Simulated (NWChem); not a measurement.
## Basis-set convergence for propyne (C$_{3}$H$_{4}$)

SMILES: CC#C
```xyz
7

C      1.2234    -0.1960     0.0000
C     -0.2116     0.0353     0.0000
C     -1.4074     0.2252     0.0000
H      1.4491    -1.2737     0.0000
H      1.6966     0.2476     0.8898
H      1.6966     0.2476    -0.8898
H     -2.4686     0.3908     0.0000
```
Charge 0, spin multiplicity 1.

Program: NWChem. Structure: optimised with PBE0/def2-SVP, a minimum by its harmonic frequencies.

Quantity: vertical ionisation energy at the level ΔHF (Δ: difference of total energies, the cation a doublet at the parent's geometry with its hole in an orbital of symmetry a' (Cs labels); it is the state that the SCF runs reached, from PBE0 orbitals for Hartree-Fock references, and need not be the lowest).

The Pople sets run with spherical d functions. The stability of the SCF solutions was not checked. Open-shell Hartree-Fock references start from PBE0 orbitals; any time given for them includes that run.

Relative cost: rough, from shared machines, SCF included, 3-21G = 1.

| basis | functions | vertical ionisation energy (eV) | relative cost |
|---|---|---|---|
| 3-21G | 35 | 9.24 | 1 |
| 6-31G* | 50 | 8.86 | under 3 |
| pcseg-1 | 62 | 9.12 | under 3 |
| 6-311G** | 78 | 8.97 | 3 |
| def2-SVPD | 92 | 9.05 | 4 |
| 6-311++G** | 94 | 9.00 | 4 |

Smallest basis within 0.1 eV of 6-311++G**, the largest set run: 6-311G**, with 78 functions against 94 (also within reach: def2-SVPD). 6-311++G** isn't the basis-set limit itself, and a small set can land close by cancellation.
